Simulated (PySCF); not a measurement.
Homolysis of single bonds, series cyclopropyl-X. Gas-phase values, no solvent. One relaxed conformer stands for each flexible species; it need not be the lowest. Strings in code marks are SMILES.

The dipole moment from two functionals at the same geometries (TPSSh-D3(BJ)/def2-TZVP), both in PySCF: PBE-D3(BJ)/def2-TZVP and TPSSh-D3(BJ)/def2-TZVP. 

```
species                         PBE-D3(BJ)/def2-TZVP (D)  TPSSh-D3(BJ)/def2-TZVP (D)
------------------------------  ------------------------  --------------------------
radical fragment (`[F]`)                            0.00                        0.00
radical fragment (`[Cl]`)                           0.00                        0.00
radical fragment (`[C]#N`)                          1.14                        1.32
whole molecule (`[SiH3]C1CC1`)                      0.99                        0.96
radical fragment (`[SiH3]`)                         0.04                        0.04
whole molecule (`C1(CC1)C#C`)                       1.03                        1.01
```

Over these rows, drawn at random from the members with no instability flagged (it was tested for open shells, ions and some series alone), PBE minus TPSSh-D3(BJ): mean -0.02 D, from -0.18 D to +0.03 D.
